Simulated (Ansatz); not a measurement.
Working through harmonic frequencies at the relaxed geometry of CHNS₃, SMILES N=c1sss1

With Ansatz 0.2.0 through its Python package.

Interactive session:
```pycon
>>> from dataclasses import dataclass
>>> import itertools
>>> import ansatz as az
>>> from ase.data import atomic_numbers, covalent_radii
>>> import numpy as np
>>> from rdkit import Chem
>>> from rdkit.Chem import AllChem
>>> @dataclass
... class Settings:
...     basis: str = "cc-pVDZ"
...     xc: str = "b3lyp"
...     vdw: str = "d3bj"
...
>>> cfg = Settings()
>>> # start geometry from RDKit
>>> rd = Chem.AddHs(Chem.MolFromSmiles("N=c1sss1"))
>>> AllChem.EmbedMolecule(rd, randomSeed=619)
0
>>> AllChem.UFFOptimizeMolecule(rd)
0
>>> molecule = az.Crystal.molecule()
>>> for atom, xyz in zip(rd.GetAtoms(), rd.GetConformer().GetPositions()):
...     molecule = molecule.atom(atom.GetSymbol(), xyz.round(5).tolist())
...
>>> setup = molecule.calculation()
>>> setup = setup.basis(gaussian=cfg.basis)
>>> setup = setup.functional(cfg.xc, dispersion=cfg.vdw)
>>> symbols = [site.symbol for site in molecule.cartesian_sites]
>>> start = np.array([site.position_ang for site in molecule.cartesian_sites], dtype=float)
>>> data = setup.relax(force_tolerance=0.003).run(threads=1, backend="cpu").report

>>> end = np.array(data["positions_ang"])
>>> # pairs closer than 1.2 times the sum of covalent radii, before or after
>>> radius = [covalent_radii[atomic_numbers[s]] for s in symbols]
>>> span = lambda where, i, j: np.linalg.norm(where[i] - where[j])
>>> bonded = [(i, j) for i, j in itertools.combinations(range(len(symbols)), 2) if min(span(start, i, j), span(end, i, j)) < 1.2 * (radius[i] + radius[j])]
>>> print("pair        before    after (A)")
pair        before    after (A)
>>> for i, j in bonded:
...     print(f"{symbols[i]}{i}-{symbols[j]}{j}".ljust(10), f"{span(start, i, j):8.4f} {span(end, i, j):8.4f}")
...
N0-C1        1.2783   1.2569
N0-H5        1.0297   1.0254
C1-S2        1.7447   1.8069
C1-S4        1.7435   1.7941
S2-S3        1.9926   2.1538
S3-S4        1.9927   2.1609
>>> # same settings at the minimum
>>> minimum = az.Crystal.molecule()
>>> for symbol, place in zip(symbols, end):
...     minimum = minimum.atom(symbol, place.tolist())
...
>>> vibrating = minimum.calculation()
>>> vibrating = vibrating.basis(gaussian=cfg.basis)
>>> vibrating = vibrating.functional(cfg.xc, dispersion=cfg.vdw)
>>> vibrating = vibrating.phonons(temperatures=(100, 500, 100))
>>> vib = vibrating.run(threads=1, backend="cpu").report["vibrations"]
>>> sums = vib["harmonic_sums"]
>>> modes = [m["omega_inv_cm"] for m in sums["modes_at_gamma"] if m["rigid_motion"] == "no"]
>>> for number, w in enumerate(modes, start=1):
...     print(f"mode {number:2d} {w:9.1f} 1/cm {w / 8065.544 * 1000:8.2f} meV")
...
mode  1     104.1 1/cm    12.90 meV
mode  2     336.4 1/cm    41.71 meV
mode  3     387.8 1/cm    48.08 meV
mode  4     471.0 1/cm    58.40 meV
mode  5     486.4 1/cm    60.31 meV
mode  6     489.5 1/cm    60.69 meV
mode  7     556.2 1/cm    68.96 meV
mode  8     703.6 1/cm    87.23 meV
mode  9     792.2 1/cm    98.22 meV
mode 10    1119.5 1/cm   138.79 meV
mode 11    1718.3 1/cm   213.04 meV
mode 12    3475.3 1/cm   430.88 meV
>>> print("imaginary modes:", sum(w < 0 for w in modes), " zero-point energy:", round(sums["zero_point_energy_ev"], 4), "eV")
imaginary modes: 0  zero-point energy: 0.6596 eV
>>> print("T (K)   F_vib (eV)   S_vib (meV/K)   C_vib (meV/K)")
T (K)   F_vib (eV)   S_vib (meV/K)   C_vib (meV/K)
>>> for row in zip(sums["temperatures_k"], sums["vibrational_free_energy_ev"], vib["entropy_ev_per_k"], vib["heat_capacity_ev_per_k"]):
...     print(f"{row[0]:6.1f} {row[1]:11.4f} {1000 * row[2]:13.4f} {1000 * row[3]:15.4f}")
...
 100.0      0.6573        0.0675          0.1126
 200.0      0.6437        0.2133          0.3380
 300.0      0.6138        0.3864          0.5153
 400.0      0.5667        0.5515          0.6300
 500.0      0.5040        0.7009          0.7068
```

The frequencies are harmonic and unscaled, in a modest basis. The result belongs to the one conformer reached from this start, and soft torsions count as harmonic oscillators. b3lyp holds the VWN-RPA fit, as in Gaussian; the form of ORCA and Turbomole is b3lyp5. Finished in 120 s on 1 thread of Intel(R) Xeon(R) Platinum 8375C CPU @ 2.90GHz (Ice Lake) (shared host), peak memory 0.33 GiB.

(Lines on the test bed's own set-up are left out of the output.)
